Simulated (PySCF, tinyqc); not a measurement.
Worked calculation: RKS/PBE in the sto-3g basis, for BH, spin multiplicity 1. The lowest restricted solution is unstable here: a spin-polarised one lies 0.0052 hartree lower (PySCF). One step of it, computed by the program tinyqc.

Question. Orthogonalisation. S = U s U^T; symmetric (Loewdin) form X = U s^(-1/2) U^T, so that X^T S X = 1.

overlap S, order 1B 1s, 1B 2s, 1B 2px, 1B 2py, 1B 2pz, 2H 1s:
$$\begin{pmatrix}
1.000000 & 0.269328 & 0.000000 & 0.000000 & 0.000000 & 0.081695 \\
0.269328 & 1.000000 & 0.000000 & 0.000000 & 0.000000 & 0.523194 \\
0.000000 & 0.000000 & 1.000000 & 0.000000 & 0.000000 & 0.000000 \\
0.000000 & 0.000000 & 0.000000 & 1.000000 & 0.000000 & 0.000000 \\
0.000000 & 0.000000 & 0.000000 & 0.000000 & 1.000000 & 0.516733 \\
0.081695 & 0.523194 & 0.000000 & 0.000000 & 0.516733 & 1.000000
\end{pmatrix}$$

Give: eigenvalues of S; X.

Answer.

eigenvalues of S: [0.256, 0.796, 1.000, 1.000, 1.162, 1.786]

X, order 1B 1s, 1B 2s, 1B 2px, 1B 2py, 1B 2pz, 2H 1s:
$$\begin{pmatrix}
1.030 & -0.157 & 0.000 & 0.000 & -0.015 & 0.028 \\
-0.157 & 1.215 & 0.000 & 0.000 & 0.180 & -0.431 \\
0.000 & 0.000 & 1.000 & 0.000 & 0.000 & 0.000 \\
0.000 & 0.000 & 0.000 & 1.000 & 0.000 & 0.000 \\
-0.015 & 0.180 & 0.000 & 0.000 & 1.174 & -0.418 \\
0.028 & -0.431 & 0.000 & 0.000 & -0.418 & 1.355
\end{pmatrix}$$
